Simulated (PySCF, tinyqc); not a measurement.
Ways to converge the cycle: SCF convergence aids in the sto-3g basis, for CH2, spin multiplicity 1. Computed by the program tinyqc with PySCF. RHF with one setting changed at a time; a run stops when the energy changes by less than 1e-09 hartree and the error matrix is below 1e-5. The start is random orbitals. Damping d keeps d of the old density; a shift (hartree) raises the virtual levels; DIIS n extrapolates F over n matrices.

Geometry (angstrom):
```
atom       x        y       z
C     0.0000   0.0000  0.0000
H     0.0000   0.9550  0.5560
H     0.0000  -0.9550  0.5560
```

lowest restricted solution found by these runs and by PySCF = -38.359902 hartree

Largest element of the error matrix X^T (FDS - SDF) X:
```
iteration    plain  damping 0.3  damping 0.6  shift 0.4   DIIS 3   DIIS 8
1          7.9e+00      7.9e+00      7.9e+00    7.9e+00  7.9e+00  7.9e+00
2          5.6e-01      2.1e+00      4.4e+00    6.1e-01  5.6e-01  5.6e-01
3          1.3e-01      6.4e-01      2.6e+00    3.0e-01  1.3e-01  1.3e-01
4          6.9e-02      2.0e-01      1.5e+00    1.6e-01  7.0e-02  7.0e-02
5          4.9e-02      9.7e-02      9.2e-01    9.8e-02  5.6e-02  5.6e-02
6          5.6e-02      5.8e-02      5.5e-01    7.0e-02  6.1e-02  6.1e-02
8          6.3e-02      5.3e-02      2.0e-01    4.0e-02  5.9e-02  2.5e-02
10         6.4e-02      6.0e-02      7.7e-02    4.8e-02  2.1e-02  1.3e-02
14         4.9e-02      6.3e-02      5.4e-02    5.8e-02  1.5e-04  1.8e-05
20         2.2e-02      4.8e-02      6.3e-02    6.3e-02  4.8e-06        -
30         4.4e-03      1.9e-02      5.6e-02    4.2e-02        -        -
45         3.8e-04      3.6e-03      2.8e-02    1.3e-02        -        -
60         3.3e-05      6.7e-04      1.2e-02    3.3e-03        -        -
```

How each run ends:
```
run          iterations  E (hartree)                                                        state
plain               >60   -38.359902  falls steadily but slowly, by a factor of about 0.85 a step
damping 0.3         >60   -38.359898  falls steadily but slowly, by a factor of about 0.89 a step
damping 0.6         >60   -38.358715  falls steadily but slowly, by a factor of about 0.94 a step
shift 0.4           >60   -38.359815  falls steadily but slowly, by a factor of about 0.91 a step
DIIS 3               20   -38.220595                                                       higher
DIIS 8               15   -38.220595                                                       higher
```

What does the comparison show, and why?

No run reaches the lowest restricted solution found. Ending on a higher stationary point: DIIS 3, DIIS 8; a small error matrix cannot reveal that, and an occupation fixed by the start is kept by symmetry or by the shape of the basin. Not converged: plain, damping 0.3, damping 0.6, shift 0.4. DIIS 3 and DIIS 8 gain by cancelling the error over several earlier matrices, much as a quasi-Newton step does. The restricted reference is unstable here: a spin-polarised solution lies 0.0390 hartree lower (PySCF), so results built on it describe a poor reference.
